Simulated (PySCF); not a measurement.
Method: ωB97X-D3(BJ)/def2-TZVP // B3LYP-D3(BJ)/def2-TZVP in PySCF. All species are isolated molecules in the gas phase. Delta-SCF ions had no search for a lower state. 

Reference species (SMILES): `[Cl][Al]([Cl])[Cl]` (neutral, multiplicity 1).

| Property | Result |
|---|---|
| vertical ionisation energy (Delta-SCF) | 12.07 eV |
| HOMO | -11.87 eV |

Changed species: `[CH3][Al]([Cl])[Cl]` (1 of 3 Cl replaced by CH3; the reference has 0 of 3 Cl replaced by CH3).

**Question.** Predict the effect on the vertical ionisation energy (Delta-SCF) and HOMO.

**Answer.** the vertical ionisation energy (Delta-SCF) falls by 0.74 eV, to 11.33 eV; the HOMO goes up by 0.55 eV, to -11.32 eV.
